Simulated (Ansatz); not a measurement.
```yaml
crystal:
  periodic: [false, false, false]
  atoms:
    - {symbol: C, position_ang: [-0.546662, 0.725634, 1.673292]}
    - {symbol: N, position_ang: [-0.254711, -0.335420, 0.714470]}
    - {symbol: C, position_ang: [0.004271, -0.081837, -0.753058]}
    - {symbol: N, position_ang: [-0.140874, -1.535600, -1.296010]}
    - {symbol: N, position_ang: [1.070690, 0.516399, -0.856628]}
    - {symbol: H, position_ang: [0.386658, 1.318724, 1.646807]}
    - {symbol: H, position_ang: [-1.241497, 1.185552, 1.394327]}
    - {symbol: H, position_ang: [-0.556995, 0.368494, 2.781897]}
    - {symbol: H, position_ang: [-0.770771, -1.188329, 0.742799]}
    - {symbol: H, position_ang: [-0.912184, 0.336370, -0.970574]}
    - {symbol: H, position_ang: [0.026094, -1.339479, -2.294859]}
    - {symbol: H, position_ang: [0.622978, -2.063822, -1.016017]}
    - {symbol: H, position_ang: [1.716599, 0.236264, -0.355643]}
    - {symbol: H, position_ang: [0.874858, 1.679571, -0.599971]}
basis:
  gaussian: {orbitals: def2-TZVPD}
total_charge: 1
magnetization: {spin_polarized: true, initial_magnetization: 1}
hamiltonian: {xc: {name: wPBEh}}
relax: {f_tol: 0.001, max_steps: 2}
output: {forces: true}
```

```sh
$ ansatz run in.yaml --threads 4 --pin off --events-out ev --progress --plain --max-ram 10444MiB
```

Shortened log:

```
Functional definition: wPBEh
1344 factors; their error is unknown
216 factors; integrals over basis functions are off by at most 1.8e-7 eV
mean field evaluation 1: about -6653.7361 eV, gradient 7.0e1 eV
mean field evaluation 2: about -6631.1969 eV, gradient 9.4e1 eV
mean field evaluation 4: about -6672.9644 eV, gradient 1.0e1 eV
mean field evaluation 8: about -6673.4691 eV, gradient 5.9e-1 eV
mean field evaluation 16: about -6673.4487 eV, gradient 5.1e-3 eV
mean field -6673.44864871 eV, -245.2447144141 hartree, gradient 2.7e-5 eV, S^2 0.754855; 3 other end points of the search recorded, 0 dependent functions left out
reference -6673.44869475 eV, -245.2447161061 hartree; 21, 20 occupied and 245, 246 virtual orbitals, 1344 factors
relax step   1: F+E_penalty+E_count = -6673.44864871 eV  Δ(F+E_penalty+E_count) = +0.000e0 eV  max|allowed force component| = 1.377e1 eV/Å  Δτ_max = 0.0000 Å  (73 SCF iters, accepted)
1344 factors; their error is unknown
216 factors; integrals over basis functions are off by at most 1.8e-7 eV
mean field -6677.35846866 eV, -245.3883976470 hartree, gradient 2.0e-5 eV, S^2 0.755341; 0 other end points of the search recorded, 0 dependent functions left out
reference -6677.35851493 eV, -245.3883993475 hartree; 21, 20 occupied and 245, 246 virtual orbitals, 1344 factors
relax step   2: F+E_penalty+E_count = -6677.35846866 eV  Δ(F+E_penalty+E_count) = -3.910e0 eV  max|allowed force component| = 4.800e0 eV/Å  Δτ_max = 0.1948 Å  (49 SCF iters, accepted)
Error: geometry relaxation did not converge after 2 steps: max|allowed force component| = 4.80e0 eV/Å (threshold 1.0e-3). Raise `relax.max_steps` over both its present limit and 2, loosen `relax.f_tol`, or start from a geometry closer to equilibrium. Where this run's directory can be resumed (`checkpoint.write`), a resume goes on for up to `relax.max_steps` more
```

Q: What is wrong with this run?

A: The relaxation is allowed too few steps for its threshold. No converged result was reached.
